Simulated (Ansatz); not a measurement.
A run of Ansatz (development build ahead of 0.2.0) on singlet SO₃ at this shape:

```yaml
atoms:
  - { symbol: S, position_ang: [-0.0439, 0.1226, -0.0178] }
  - { symbol: O, position_ang: [1.3696, 0.0520, 0.0582] }
  - { symbol: O, position_ang: [-0.6977, 1.2208, -0.0669] }
  - { symbol: O, position_ang: [-0.6406, -1.2916, 0.0328] }
```

Its results:

- Converged: yes
- Reference energy: -621.48692 hartree
- Correlation energy: -0.47656 hartree
- Total energy: -621.96348 hartree
- Spin squared of the determinant: 0.000

**Question.** Which input gives this output? Name the method, the orbitals and the basis set, and write the input.

**Answer.** RHF-MP2 in 6-31G. An unrestricted run that stays on the closed shell gives the same numbers.

```yaml
crystal:
  periodic: [false, false, false]
  atoms:
    - { symbol: S, position_ang: [-0.04386, 0.12261, -0.01782] }
    - { symbol: O, position_ang: [1.36961, 0.05202, 0.05819] }
    - { symbol: O, position_ang: [-0.69767, 1.22081, -0.06693] }
    - { symbol: O, position_ang: [-0.64063, -1.29157, 0.03277] }
basis:
  gaussian: { orbitals: "6-31G" }
hamiltonian:
  xc: hf
correlation:
  method: mp2
  frozen_orbitals: { O: 1, S: 5 }
```

Caution: no unrestricted run beside it, a lower state can exist.
